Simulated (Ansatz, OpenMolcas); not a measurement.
## C2H7N: a line through the functionals

C2H7N has 10 atoms, charge 0, and is taken as a singlet. As SMILES, `CNC`. The coordinates come from a PBE0-D4/def2-TZVP relaxation.

The HOMO–LUMO gap y, in eV, basis cc-pVDZ; a is the functional's share of exact exchange. Programs: Ansatz 0.2.0, OpenMolcas 26.06.

| functional | program | a | y (eV) |
| --- | --- | --- | --- |
| TPSS | OpenMolcas | 0 | 6.13 |
| PBE | Ansatz | 0 | 5.70 |
| B3LYP | Ansatz | 0.2 | ? |
| PBE0 | Ansatz | 0.25 | 8.11 |
| r2SCAN0 | Ansatz | 0.25 | 8.77 |
| BHLYP | Ansatz | 0.5 | 10.25 |

**Question.** Fit y = c + s·a to the known rows and predict B3LYP.

**Answer.** 
1. Means of the 5 rows: a = 0.2000, y = 7.792.
2. Σ(Δa)² = 0.175, Σ(Δa·Δy) = 1.553, so the slope is 1.553/0.175 = 8.8743.
3. Intercept: 7.792 − (8.8743) × 0.2000 = 6.017. The largest residual of the fit is 0.53.
4. B3LYP: 6.017 + (8.8743) × 0.2 = 7.79 eV.

The run gave 7.48 eV, so the prediction is off by +0.31 eV, within the scatter of the fit. Exact exchange lowers occupied levels and raises empty ones. The rows mix families of semi-local functionals, which the line can't see.
